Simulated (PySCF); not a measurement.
Task: What does the PBE0-D3(BJ)/def2-SVP structure of `[CH]1CCC=N1` [radical] look like in three dimensions? (Doublet state.)

Result: 
```
atom  x, y, z in Å
C1    -1.0981    0.6405   -0.5025
C2    -0.7527   -0.5356    0.3691
C3     0.7872   -0.4858    0.3702
C4     1.0571    0.7129   -0.4972
N5    -0.0403    1.2994   -0.9572
H6    -2.1124    0.9563   -0.7601
H7    -1.1879   -0.4364    1.3789
H8    -1.1536   -1.4791   -0.0406
H9     1.2482   -1.3997   -0.0434
H10    1.2144   -0.3633    1.3808
H11    2.0491    1.0962   -0.7500
```

Any rigid rotation of these coordinates is as good. Atoms count from 1 in this order. C1 (carbon bonded to C, N and H) is planar (angles 125.1°, 121.0° and 113.8°, sum 360.0°, 0.00 Å off the plane of its three neighbours). N5 (nitrogen bonded to 2 C) is bent (angle 108.7°). The 5-membered ring C1–C2–C3–C4–N5 has internal angles of 101.8° to 113.8°; it is planar, 0.00 Å rms from its mean plane, widest ring torsion 0°. The C–C distances run from 1.504 Å (C3–C4, drawn single) to 1.541 Å (C2–C3, drawn single), a spread of 0.037 Å.

Bonds between heavy atoms (Å): C1–C2 1.504, C2–C3 1.541, C3–C4 1.504, C4=N5 1.327, C1–N5 1.327.

Computed, not measured: PySCF 2.14.0, PBE0-D3(BJ)/def2-SVP geometry optimisation, gas phase.

Point group: C2v (tolerance 0.08 Å). No PBE0-D3(BJ)/def2-SVP frequencies stand behind this structure, so it isn't proved a minimum. ⟨S²⟩ = 0.783 (exact for a doublet: 0.75).

Time: 15 s of wall time. Hardware: x86-64 server, one thread, no GPU, on a shared host. These figures are those of the optimisation.
